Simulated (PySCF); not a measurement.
**Simulated absorption spectrum**

Compound: formyl chloride, CHClO.
SMILES: `O=CCl`

Method used: TDDFT CAM-B3LYP/def2-SVPD, vertical, gas phase, core orbitals frozen in the response (PySCF). Geometry: GFN2-xTB; no solvent, vibrations or thermal averaging.

Broadening: Gaussians 0.5 eV wide at half height, area fixed by f = 4.319×10⁻⁹ ∫ε dν̃. The width is an assumption, not a result. The curve ends short of the highest state used, and states not computed would add to its high-energy end.

E (eV), ε (L mol⁻¹ cm⁻¹) and a bar:
```
     4.23          0 
     4.43          0 
     4.63          2 
     4.83          5 
     5.03          7 
     5.23          4 
     5.43          1 
     5.63          0 
     5.83          0 
     6.03          0 
     6.23          1 
     6.43         14 
     6.63        152 #
     6.83        832 ####
     7.03       1911 #########
     7.23       1810 ########
     7.43        706 ###
     7.63        116 #
     7.83         77 
     8.03        771 ###
     8.23       3537 ################
     8.43       6723 ##############################
     8.62       5900 ##########################
     8.82       5718 ##########################
```

(1) Where are the band maxima, and which computed states make them?

(2) On this curve, what absorbance would a 10⁻³ mol/L sample give at 266 nm over a 1 cm path?

(3) Coming from long wavelengths, where does ε first pass 100 L mol⁻¹ cm⁻¹?

Results:

(1) 249 nm (4.98 eV), ε about 7, made up of S1 (100%); 174 nm (7.12 eV), ε about 2100, made up of S3 (100%); 146 nm (8.48 eV), ε about 6900, made up of S6 (98%) (ε in L mol⁻¹ cm⁻¹; maxima over ε = 5, shares over 10%). At its high-energy end, 8.82 eV, the curve is still rising (ε about 5700, from S6 and S7). The states used: S1 4.98 eV (f 0.0001); S2 6.57 eV (f 0.0001); S3 7.12 eV (f 0.039); S4 8.39 eV (f 0.0006); S5 8.44 eV (f 0.0000); S6 8.47 eV (f 0.126); S7 9.18 eV (f 0.299); S8 9.42 eV (f 0.049).

(2) 266 nm is 4.661 eV, where ε is about 2.2 L mol⁻¹ cm⁻¹, so A = ε c l ≈ 0.0022 (Beer–Lambert, with the gas-phase spectrum and the assumed width).

(3) At about 188 nm (6.59 eV), 1.61 eV above S1.
